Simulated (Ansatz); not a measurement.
## Rock-salt HfN

The numbers are results of PBEsol (PAW; Ansatz, a program for electronic structure), not measurements.

Numerical settings: plane-wave cutoff 520 eV, 16×16×16 k mesh, Fermi–Dirac smearing 0.1 eV, perturbation theory, force constants from a 4×4×4 q mesh, scalar-relativistic PAW data made under PBE.

Cell: relaxed at this level.

- zone-centre TO phonon frequency: 502 cm⁻¹
- zero-point energy: 0.060 eV/atom

Spin–orbit coupling is not included.
